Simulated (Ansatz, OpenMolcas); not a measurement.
Predicting a hybrid from its neighbours: BN (boron nitride)

The species is BN (2 atoms), meant as a triplet with charge 0. SMILES: `B#N`. Geometry: relaxed at PBE0-D4/def2-TZVP.

The electronic atomisation energy y, in eV, basis cc-pVTZ; a is the functional's share of exact exchange. Programs: Ansatz 0.2.0, OpenMolcas 26.06.

| functional | program | a | y (eV) |
| --- | --- | --- | --- |
| U-r2SCAN | Ansatz | 0 | 4.89 |
| UTPSS | OpenMolcas | 0 | 4.85 |
| UB3LYP | Ansatz | 0.2 | 4.81 |
| U-r2SCAN0 | Ansatz | 0.25 | 4.50 |
| UPBE0 | Ansatz | 0.25 | ? |
| UBHLYP | Ansatz | 0.5 | 4.24 |

Q: Fit y = c + s·a to the known rows and predict UPBE0.

A: 
1. Means of the 5 rows: a = 0.1900, y = 4.658.
2. Σ(Δa)² = 0.172, Σ(Δa·Δy) = -0.2181, so the slope is -0.2181/0.172 = -1.268.
3. Intercept: 4.658 − (-1.268) × 0.1900 = 4.899. The largest residual of the fit is 0.16.
4. UPBE0: 4.899 + (-1.268) × 0.25 = 4.58 eV.

The run gave 4.80 eV, so the prediction is off by -0.22 eV, more than the largest residual.
